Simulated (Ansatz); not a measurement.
`C=C=C(F)CC` and `C=C=C(N)F` differ in one atom or group.

Ansatz, PBE0-D4/def2-TZVP geometries, multiplicity 1. Each molecule was computed in one conformer, which needn't be the lowest.

| property | `C=C=C(F)CC` |
| --- | --- |
| size of the dipole moment (B3LYP/def2-TZVPP) / D | 1.67 |
| LUMO energy (ωB97M-V/def2-TZVPP) / eV | 1.83 |
| HOMO–LUMO gap (B3LYP/def2-TZVPP) / eV | 6.31 |
| LUMO energy (PBE/def2-TZVPP) / eV | -1.36 |
| HOMO energy (ωB97M-V/def2-TZVPP) / eV | -9.29 |
| HOMO energy (PBE0/def2-TZVPP) / eV | -7.07 |

(1) Give the same properties after the change, and the shifts. (An estimate is asked.)

## Answers

(1) The calculation gave: 
```json
{"property": "size of the dipole moment (B3LYP/def2-TZVPP) / D", "`C=C=C(N)F`": "2.31", "shift": "0.64"}
{"property": "LUMO energy (ωB97M-V/def2-TZVPP) / eV", "`C=C=C(N)F`": "1.81", "shift": "-0.02"}
{"property": "HOMO–LUMO gap (B3LYP/def2-TZVPP) / eV", "`C=C=C(N)F`": "5.57", "shift": "-0.74"}
{"property": "LUMO energy (PBE/def2-TZVPP) / eV", "`C=C=C(N)F`": "-1.37", "shift": "-0.01"}
{"property": "HOMO energy (ωB97M-V/def2-TZVPP) / eV", "`C=C=C(N)F`": "-8.54", "shift": "0.75"}
{"property": "HOMO energy (PBE0/def2-TZVPP) / eV", "`C=C=C(N)F`": "-6.34", "shift": "0.73"}
```

Dipoles are sizes alone; their direction can turn.

B3LYP here is the variant with VWN-RPA as its local correlation; programs differ in this.
